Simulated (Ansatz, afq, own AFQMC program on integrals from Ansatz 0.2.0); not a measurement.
**BH⁻, doublet: AFQMC among the cluster methods**

```xyz
2

B     0.0000    0.0000    0.0000
H     0.0000    0.0000    1.2628
```

Basis aug-cc-pVDZ. Noble-gas cores (and the filled d shells of Ga–Kr and In–Xe) are frozen. Ansatz 0.2.0 and our own AFQMC program on the same integrals; the CISD trial comes from CCSD amplitudes, and released means the phaseless constraint is let go. Uncertainties: one standard error, sampling alone.

Determinant: ROHF, the one that the program's search chose, which needn't be the lowest solution. The geometry is a point of a scan.

Full CI on the same integrals is exact in this basis and with this determinant's frozen core.

Cautions: a spin-contaminated unrestricted determinant lies lower (UHF 135 meV lower, ⟨S²⟩ 1.10); the released energies are still falling, so no released level is given (meV from the phaseless value at times in 1/Eh: -1.5 ± 1.9 at 0.24, -6.8 ± 1.4 at 0.51, -10.7 ± 1.2 at 0.99, -12.6 ± 1.4 at 1.62, -14.9 ± 1.6 at 2.40).

The T1 diagnostic is 0.0226, the weight of the determinant in the CISD state is 0.905 and the size of the correlated space is 5 electrons in 31 orbitals.

Reference: full CI, correlation energy -2.976 eV.

```
        level  E − E(reference) (mEh)  share of correlation (%)
           HF                  109.38                      0.00
          MP2                   29.17                     73.33
         CCSD                    4.53                     95.85
      CCSD(T)                    1.18                     98.92
        CCSDT                    0.17                     99.85
     CCSDT(Q)                    0.03                     99.97
       CCSDTQ                    0.01                    100.00
  ph-AFQMC/HF             3.07 ± 0.70                     97.20
ph-AFQMC/CISD             0.73 ± 0.06                     99.33
```

CCSDT and higher add their correlation energy to the determinant of the CCSD(T) run, since their own runs factorise the integrals more tightly (a shift of under 2 meV). A walk keeps the symmetry of its determinant, which the program's search chose and which needn't be the lowest solution, so a lower state of the same spin and another symmetry isn't excluded.
